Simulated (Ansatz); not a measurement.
# BNP: the cost of one run

Method: def2-QZVPP, all electrons in the functionals; program: Ansatz 0.2.0, Gaussian basis.

The runs, in order: PBE, BLYP, r2SCAN, B97M-V, PBE0, B3LYP, at charge 0, quartet; charge 0, doublet; charge 0, sextet; charge 1, triplet; charge 1, quintet.

### Step 1. What is computed

The geometry is a PBE0/def2-TZVP stationary point (not a proven minimum).

3 atoms, charge 0, spin multiplicity 4.

Atoms are counted from 1 here; the program's logs count them from 0.

Bond lengths: N1–B2 1.334 Å, B2–P3 1.842 Å. Angles: N1–B2–P3 180.0°.

Geometry (Å):

| atom | x (Å) | y (Å) | z (Å) |
| --- | --- | --- | --- |
| N1 | 0.0000 | 0.0000 | 1.5032 |
| B2 | 0.0000 | 0.0000 | 0.1693 |
| P3 | 0.0000 | 0.0000 | -1.6724 |

No dispersion term is added; B97M-V holds VV10 nonlocal correlation. B3LYP takes the VWN-RPA correlation.

The geometry shown and the zero of energy belong to the point charge 0, quartet. The yardstick, UCCSD(T), and other wave-function levels (R restricted, U unrestricted, valence and pair active spaces) come from earlier runs.

### Step 2. PBE, charge 0, quartet

in.yaml reads:

```yaml
crystal:
  periodic: [false, false, false]
  atoms:
    - {symbol: N, position_ang: [0.000000, 0.000000, 1.503167]}
    - {symbol: B, position_ang: [0.000000, 0.000000, 0.169267]}
    - {symbol: P, position_ang: [0.000000, 0.000000, -1.672433]}
basis:
  gaussian: {orbitals: "def2-QZVPP.json"}
magnetization: {spin_polarized: true, initial_magnetization: 3}
hamiltonian: {xc: {name: PBE}}
output: {orbitals: {seedname: orbitals}}
```

Started as:

```console
$ ansatz run in.yaml --threads 1 --pin off --events-out ev --progress --plain --max-ram 2393MiB
```

What time and memory should one allow on 1 thread of Arm Neoverse V1, shared host?

About 16 s, with a peak of 0.3 GiB.
